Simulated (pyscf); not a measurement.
Single points on ωB97X-D3(BJ)/def2-SVP structures (PySCF, gas phase). Correlated levels are frozen-core, on RHF or UHF. ΔMP2 is the change of the MP2 total energy from the triple- to the quadruple-zeta basis.

SMILES: [PH2][GaH2]
```xyz
6

P     -0.4070     1.4282     0.1358
Ga     0.9827    -0.3244    -0.3839
H     -0.5714     1.0870     1.5072
H     -1.6048     0.8084    -0.3176
H      0.8125    -1.0542    -1.7602
H      2.1477    -0.6948     0.5965
```
Charge 0, spin multiplicity 1.

What are the homolytic bond dissociation enthalpies (298 K) of H₂P–GaH₂ (SMILES [PH2][GaH2]) at CCSD(T)/def2-TZVPP + ΔMP2(QZVPP), weakest first?

Ga–P to PH₂• + GaH₂•: 3.00 eV; Ga–H to [H₂P–GaH]• + H•: 3.50 eV; H–P to •HP–GaH₂ + H•: 3.61 eV. Ring and multiple bonds, and those that leave no two simple radicals, are not listed. The radicals are drawn with the spin at the cut bond; how far it spreads was not checked. •HP–GaH₂ lies 0.27 eV over its isomer [H₂P–GaH]•, and others may lie lower still (electronic energy, ωB97M-D3(BJ)). Other isomers of [H₂P–GaH]• were not searched in full and may lie lower. The CCSD(T) − MP2 part came from Ansatz, without density fitting, on the same reference. The frozen core leaves the outer d or s,p core shells of the metals and heavy elements correlated in the MP2 and CC values, and def2-TZVPP describes them poorly, which can shift differences by a few kcal/mol. Elements up to Kr have no core potential and no relativistic terms here.
